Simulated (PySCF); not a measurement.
C3H4N2.
SMILES: `[H]/N=C/CC#N`

A PySCF run (density fitting, gas phase, GFN2-xTB geometry) gave HOMO -7.83 eV, LUMO -1.37 eV, dipole 3.56 D.

Question: Which of these levels was it?
A. HSE06/def2-SVPD
B. wB97X-D/6-31G*
C. BLYP/STO-3G

Answer: A. It is HSE06/def2-SVPD. All candidates on this geometry:

```
                               level and settings                                            kind  basis functions  SCF cycles     E (Eh)  HOMO (eV)  LUMO (eV)  dipole (D)
      BLYP/STO-3G, fitting basis def2-qzvpp-jkfit                                             GGA               29          10  -223.1617      -3.67       1.01        2.90
HSE06/def2-SVPD, grid level 3, start guess huckel  screened hybrid, exact exchange at short range              132          15  -225.7819      -7.83      -1.37        3.56
                                   wB97X-D/6-31G*                          range-separated hybrid               78          14  -226.0955      -9.86       1.40        3.53
```

The nearest other candidate, by the summed differences of HOMO and LUMO, is wB97X-D/6-31G*: its HOMO differs by -2.03 eV and its LUMO by +2.77 eV. wB97X-D ran without the empirical dispersion term, which would shift the total energy alone. Cycle counts include a coarse-grid stage where the run had one. All basis functions are spherical, in the Pople sets too.

Conformer computed: `[H]/[N:5]=[CH:4]/[CH2:3][C:2]#[N:1]`: C2–C3–C4–N5 -124°.
